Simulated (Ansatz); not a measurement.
A structure relaxed at PBE0-D4/def2-TZVP, charge 0, multiplicity 1:

```
atom   x (Å)   y (Å)   z (Å)
  F1  -0.432   2.212   0.257
  C2  -0.261   0.943   0.084
  N3  -1.031   0.025  -0.337
  C4   0.151  -0.807  -0.096
  O5   0.913   0.375   0.370
  H6   0.612  -1.219  -0.992
  H7   0.047  -1.528   0.713
```

Question: Give its formula and SMILES.

Answer: C2H2FNO, `FC1=NCO1`.

Question: Point group (tolerance 0.08 Å, 0.16 Å for H)?

Answer: Cs.

Question: Summarise the bond lengths by kind.

Answer: 1 × C–F 1.291 Å; 2 × C–N 1.270 to 1.465 Å; 2 × C–O 1.336 to 1.481 Å; 2 × C–H 1.089 Å.

Results of the Gaussian-basis code of Ansatz.
